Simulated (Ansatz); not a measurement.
**HNO2 (SMILES O=NO): BHLYP/def2-TZVP**

What is the vertical singlet–triplet gap of HNO2 at BHLYP/def2-TZVP? 

The results are computed with Ansatz 0.2.0.

55 further runs of the same task are left out: 55 set aside as unsound or not needed.

### Step 1. The structure to begin with

HNO2 has 4 atoms, charge 0, and is taken as a singlet. SMILES: `O=NO`. Geometry: relaxed at PBE0-D4/def2-TZVP.

Bond lengths: O1–N2 1.162 Å, N2–O3 1.397 Å, O3–H4 0.967 Å. Angles: O1–N2–O3 111.2°, N2–O3–H4 102.9°.

### Step 2. A single-point energy at BHLYP/def2-TZVP

Contents of run.yaml:

```yaml
crystal:
  periodic: [false, false, false]
  atoms:
    - {symbol: O, position_ang: [0.413650, 0.047230, 1.437260]}
    - {symbol: "N", position_ang: [0.320150, -0.419400, 0.377370]}
    - {symbol: O, position_ang: [-0.362650, 0.434660, -0.492650]}
    - {symbol: H, position_ang: [-0.371140, -0.062490, -1.321980]}
basis:
  gaussian:
    orbitals: def2-TZVP
hamiltonian:
  xc: {name: BHLYP}
accuracy: high
output: {orbitals: {seedname: orbitals}}
```

The run is started by

```sh
$ ansatz run run.yaml --threads 1 --pin off --max-ram 3480MiB --events-out events.jsonl --progress --plain --runs-dir runs
```

Standard output:

```text
Warning: RAYON_NUM_THREADS=1 ignored (pool sized by the plan → 1); use --threads N
Functional definition: BHLYP
  name "BHLYP"
  parameter a = 0.5
  exchange = (1 - a)*b88_x + a*exact_x
  correlation = lyp_c
1704 factors; integrals over basis functions are off by at most 3.2e-9 eV
mean field evaluation 1: about -5593.9713 eV, gradient 4.3e1 eV
mean field evaluation 2: about -5592.0127 eV, gradient 5.6e1 eV
mean field evaluation 4: about -5596.7250 eV, gradient 2.2e0 eV
mean field evaluation 8: about -5596.7371 eV, gradient 6.8e-2 eV
mean field evaluation 16: about -5596.7371 eV, gradient 9.9e-6 eV
mean field -5596.73711696 eV, -205.6762954438 hartree, gradient 3.3e-8 eV, S^2 0.000000; 0 other end points of the search recorded, 0 dependent functions left out
reference -5596.73713555 eV, -205.6762961266 hartree; 12, 12 occupied and 87, 87 virtual orbitals, 1704 factors
Total energy: -5596.73713555 eV, -205.6762961266 hartree
```

Run time: 4.8 s. Hardware: 1 thread of Arm Neoverse V1, shared host; peak memory 0.24 GiB.

### Step 3. The triplet

Edit run.yaml of step 2 so:

```diff
@@ -4,3 +4,3 @@
     - {symbol: O, position_ang: [0.413650, 0.047230, 1.437260]}
-    - {symbol: "N", position_ang: [0.320150, -0.419400, 0.377370]}
+    - {symbol: N, position_ang: [0.320150, -0.419400, 0.377370]}
     - {symbol: O, position_ang: [-0.362650, 0.434660, -0.492650]}
@@ -10,2 +10,5 @@
     orbitals: def2-TZVP
+magnetization:
+  spin_polarized: true
+  initial_magnetization: 2
 hamiltonian:
```

The run is started by

```sh
$ ansatz run run.yaml --threads 1 --pin off --max-ram 3480MiB --events-out events.jsonl --progress --plain --runs-dir runs
```

Standard output:

```text
Warning: RAYON_NUM_THREADS=1 ignored (pool sized by the plan → 1); use --threads N
[... 5 set-up lines as earlier in the session ...]
1704 factors; integrals over basis functions are off by at most 3.2e-9 eV
mean field evaluation 1: about -5592.6428 eV, gradient 2.4e1 eV
mean field evaluation 2: about -5592.4179 eV, gradient 2.6e1 eV
mean field evaluation 4: about -5594.4591 eV, gradient 2.0e0 eV
mean field evaluation 8: about -5594.5512 eV, gradient 4.3e-1 eV
mean field evaluation 16: about -5594.5557 eV, gradient 3.0e-3 eV
mean field -5594.55565224 eV, -205.5961280938 hartree, gradient 3.6e-8 eV, S^2 2.019538; 0 other end points of the search recorded, 0 dependent functions left out
reference -5594.55567110 eV, -205.5961287870 hartree; 13, 11 occupied and 86, 88 virtual orbitals, 1704 factors
Total energy: -5594.55567110 eV, -205.5961287870 hartree
```

Run time: 8.1 s. Hardware: 1 thread of Arm Neoverse V1, shared host; peak memory 0.31 GiB.

### Step 4. Results

At BHLYP/def2-TZVP:

| quantity | value |
| --- | --- |
| singlet: total energy | -205.67630 Eh |
| singlet: HOMO energy | -9.82 eV |
| singlet: LUMO energy | -0.78 eV |
| singlet: HOMO–LUMO gap | 9.04 eV |
| triplet: total energy | -205.59613 Eh |
| triplet: HOMO energy (highest over α and β) | -7.52 eV |
| triplet: LUMO energy (lowest over α and β) | -2.95 eV |
| triplet: ⟨S²⟩ | 2.020 |
| vertical energy of the triplet above the singlet | 2.181 eV |

**Reading.** At this shape the triplet lies 2.18 eV (50 kcal/mol) above the singlet.
